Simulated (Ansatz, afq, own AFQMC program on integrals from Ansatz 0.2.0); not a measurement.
**AlSiH, triplet: AFQMC among the cluster methods**

```xyz
3

Si    0.0000   -0.0634    2.0558
Al    0.0000   -0.0208   -2.1607
H     0.0000    2.3245    0.5564
```

Connectivity, by distances: Si ··· Al ··· H.

Basis 6-31G. Only valence electrons are correlated. Ansatz 0.2.0 and our own AFQMC program on the same integrals; the CISD trial comes from CCSD amplitudes, and released means the phaseless constraint is let go. ± is one standard error of the sampling.

Determinant: UHF, the one that the program's search chose, which needn't be the lowest solution. The geometry is a point of a scan.

Full CI on the same integrals is exact in this basis and with this determinant's frozen core.

Cautions: lower spins were not checked; strong correlation (T1 0.098, weight of the determinant 0.67, largest double 0.22); unrestricted determinant spin contaminated (⟨S²⟩ 2.84 against 2.00); CCSD(T) is in doubt: in a space of 8 electrons in 9 natural orbitals full CI lies 102 meV below it; the released energies are still falling, so no released level is given (meV from the phaseless value at times in 1/Eh: -6 ± 4 at 0.24, -14 ± 4 at 0.51, -20 ± 3 at 0.99, -29 ± 4 at 1.62, -169 ± 137 at 2.40).

- T1 diagnostic: 0.0980
- weight of the determinant in the CISD state: 0.670
- ⟨S²⟩ of the determinant: 2.838
- size of the correlated space: 8 electrons in 18 orbitals

```csv
level,correlation energy (eV)
MP2,-1.0206
CCSD,-1.9769
CCSD(T),-2.0501
```

(1) Estimate where phaseless AFQMC with a CISD trial lies against CCSD(T) on the same integrals.

(1) 20.9 ± 4.7 meV below CCSD(T).

Reference: full CI, correlation energy -2.184 eV. The cautions show a poor starting determinant, so the rows tell how each method copes with it here, and full CI is the sure value.

```
        level  E − E(reference) (meV)  share of correlation (%)
      CCSD(T)                   133.7                     93.88
        CCSDT                    19.7                     99.10
     CCSDT(Q)                     0.7                     99.97
       CCSDTQ                     0.7                     99.97
ph-AFQMC/CISD             112.7 ± 4.7                     94.84
```

CCSDT and higher add their correlation energy to the determinant of the CCSD(T) run, since their own runs factorise the integrals more tightly (a shift of under 2 meV). A walk keeps the symmetry of its determinant, which the program's search chose and which needn't be the lowest solution, so a lower state of the same spin and another symmetry isn't excluded.
